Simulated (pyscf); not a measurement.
# Four-centre exchange: `[BH2][NH2]` + `[OH2]` → `[NH2][BH][OH]` + `[H][H]`

Gas phase, singlet surface, charge 0. Bonds broken: B1–H3, O7–H8. Bonds formed: B1–O7, H3–H8. Optimised with ωB97X-D3(BJ)/def2-SVP in PySCF.

Transition state (Å):

```xyz
9

B     -1.0923     0.0674    -0.6180
N     -0.9678     0.6270     0.7107
H     -0.8936    -1.3405    -0.6528
H     -2.1046     0.2693    -1.2459
H     -0.3167     0.2473     1.3880
H     -1.8096     0.9618     1.1621
O      0.2149     0.2453    -1.5185
H     -0.1070    -0.8902    -1.1540
H      0.9010     0.6150    -0.9445
```

One imaginary mode, 1453i cm⁻¹; descent along it reached the two sides named.

| bond | change | reactant side (Å) | saddle | product side |
|---|---|---|---|---|
| B1–H3 | breaks | 1.211 | 1.422 | 4.0 |
| O7–H8 | breaks | 0.965 | 1.235 | 2.531 |
| B1–O7 | forms | 2.9 | 1.597 | 1.374 |
| H3–H8 | forms | 2.8 | 1.036 | 0.761 |

Electronic energies relative to the separated reactants (kcal/mol):

```tsv
level	barrier	reaction energy	reverse barrier
ωB97X-D3(BJ)/def2-TZVP	30.6	-23.8	54.4
PBE/def2-TZVP	24.3	-23.8	48.1
r²SCAN/def2-TZVP	25.7	-25.7	51.4
B3LYP-D3(BJ)/def2-TZVP	30.9	-24.4	55.3
PBE0-D3(BJ)/def2-TZVP	26.6	-23.7	50.3
M06-2X/def2-TZVP	29.8	-26.0	55.8
ωB97M-D3(BJ)/def2-TZVP	30.1	-23.9	54.0
HF/def2-TZVP	48.7	-22.6	71.3
```

With ωB97M-D3(BJ)/def2-TZVP energies and thermal terms (ideal gas, 1 atm, RRHO with modes under 100 cm⁻¹ raised to 100, one conformer, R ln 2 for chiral ones without a mode under 150 cm⁻¹), in kcal/mol:

```json
[
 {"T (K)": "298", "ΔH‡": "28.1", "ΔG‡": "38.0", "ΔH": "-26.6", "ΔG": "-24.8"},
 {"T (K)": "600", "ΔH‡": "28.1", "ΔG‡": "48.1", "ΔH": "-25.7", "ΔG": "-23.4"},
 {"T (K)": "900", "ΔH‡": "28.8", "ΔG‡": "57.9", "ΔH": "-24.7", "ΔG": "-22.4"},
 {"T (K)": "1200", "ΔH‡": "29.7", "ΔG‡": "67.5", "ΔH": "-24.0", "ΔG": "-21.8"}
]
```

The reactants may also form a dative adduct at H₂B–NH₂; it and routes through it were not searched. At the saddle there is also a short B–H contact that neither side keeps. The same reactants have a lower exit, to H₂B–OH + NH₃ (barrier +11.5 kcal/mol at ωB97M-D3(BJ)/def2-TZVP, against +30.1 kcal/mol here). One saddle was located; it need not be the lowest between these sides.
